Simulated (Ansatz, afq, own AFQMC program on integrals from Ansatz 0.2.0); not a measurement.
Two steps: Ansatz 0.2.0 writes the Fock matrix and Cholesky factors of the valence space, and afq projects on them the lowest state that overlaps trial and start.

```yaml
crystal:
  periodic: [false, false, false]
  atoms:
    - {symbol: P, position_ang: [0.000000, 0.000000, 0.000000]}
basis:
  gaussian: {orbitals: aug-cc-pVTZ}
magnetization: {spin_polarized: true, initial_magnetization: 3}
correlation: {method: ccsd_t, electrons: outside_noble_gas, hamiltonian_folder: ham}
```

```sh
$ ansatz run in.yaml --threads 1 --pin off --events-out ev --progress --plain --max-ram 24576MiB --backend cuda --devices 0, --max-vram 18GiB
```

Options of the walk:

```
--method free --trial cisd --walkers 4000 --time-step 0.03 --max-blocks 4000 --target-error 0.00017 --factor-cut 1e-05 --seed 5513 --times 0,0.3,0.6,1.2,1.8,2.4,3.6,4.8,6 --taylor-order 8
```

Times are imaginary, in 1/Eh. The walk had a cap of 68 s.

afq prints:

```
orbitals 45  electrons 4 1  factors 273 of 281
reference energy -340.71649154 Eh
CCSD correlation -0.10172885 Eh in 8 cycles, weight of the determinant in the CISD state 0.9364
repeat  energy at the last time / Eh  error
    10  -340.823230  0.000041
    20  -340.823156  0.000047
    30  -340.823207  0.000037
time / (1/Eh)  energy / Eh  error  mean overlap
  0.00  -340.818221  0.000003  1.0680
  0.30  -340.820898  0.000010  1.0679
  0.60  -340.821993  0.000016  1.0689
  1.20  -340.822773  0.000017  1.0714
  1.80  -340.822981  0.000021  1.0752
  2.40  -340.823120  0.000026  1.0754
  3.60  -340.823165  0.000028  1.0811
  4.80  -340.823191  0.000031  1.0836
  6.00  -340.823207  0.000036  1.0879
energy -340.823207 +/- 0.000036 Eh
```

The run passed its tests (error under three times the target), which doesn't prove that it has relaxed.

Against this walk (error 1.0 meV) on the same determinant: CCSD(T) 27.0 meV higher, CCSDT(Q) 1.4 meV higher (within the noise), full CI 0.7 meV higher (within the noise). The error is statistical, and a free projection of finite length keeps a remainder of its start.

Cautions: remainder of the start not in the error.

The walk took 62 s on 1 × NVIDIA H100 80GB HBM3 with 2 threads of AMD EPYC 7R13 Processor (Zen 3), on a shared host (the card was shared). The log's last line is the free-projection energy.

CCSDT and higher add their correlation energy to the determinant of the CCSD(T) run, since their own runs factorise the integrals more tightly (a shift of under 2 meV). A walk keeps the symmetry of its determinant, which the program's search chose and which needn't be the lowest solution, so a lower state of the same spin and another symmetry isn't excluded.
